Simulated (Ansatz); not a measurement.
# HGe–AsH2⁺, doublet in cc-pVDZ: errors against UCCSDT(Q)

Geometry: that of the HGe–AsH2, singlet, kept fixed.

```yaml
atoms:
  - { symbol: Ge, position_ang: [-0.0221, 0.0387, 1.2465] }
  - { symbol: As, position_ang: [0.0461, -0.0191, -1.1873] }
  - { symbol: H, position_ang: [0.0346, -1.5552, 1.2681] }
  - { symbol: H, position_ang: [-1.0659, -1.0261, -1.4072] }
  - { symbol: H, position_ang: [-0.8012, 1.2133, -1.4433] }
```

Basis cc-pVDZ; Ansatz 0.2.0. Only valence electrons are correlated (noble-gas cores and the filled d shells of p-block atoms frozen), which leaves 11 electrons in 41 orbitals. R marks a restricted (for open shells ROHF) determinant, U an unrestricted one. No spin–orbit coupling is included, and no scalar relativity.

Full CI isn't at hand for all of this; UCCSDT(Q) serves as the reference, and is uncertain by about the last step of the cluster series. The frozen core follows each run's orbitals, which can shift R against U totals by a few meV for light atoms and by up to 0.1 eV past Ca.

Unrestricted rows (U) aren't spin-pure: their determinants' ⟨S²⟩ exceeds S(S+1) by up to 0.12, so they mix in states of higher spin.

* UHF ⟨S²⟩: 0.875
* T1 diagnostic (RCCSD): 0.0392
* largest doubles amplitude (RCCSD): 0.064
* T1 diagnostic (UCCSD): 0.0334

```tsv
level	E − E(UHF) (eV)
UMP2	-4.4379
UCCSD	-5.6032
UCCSD(T)	-5.7766
```

Problem. Estimate how far UCCSDT(Q) in cc-pVDZ lies from UCCSD(T). The table doesn't fix it; the size of (T) and the diagnostics are the guide.

Solution. UCCSDT(Q) in cc-pVDZ lies 5.0 kJ/mol below UCCSD(T), which is 30 % of the (T) step (-16.7 kJ/mol). T1 is raised, the determinant isn't spin-pure, and the rest is a large part of (T). The miss exceeds 1 kcal/mol.

The other levels:

```json
{"level": "UCCSDT", "E − E(UCCSDT(Q)) (kJ/mol)": "1.0", "wall time": "–"}
```

Run but not shown, since their state, orbitals or frozen core can't be matched to the reference's or they repeat it: RHF, RMP2, CISD, RCCSD, RCCSD(T), BCCD(T), RCCSDT, RCCSDT(Q).
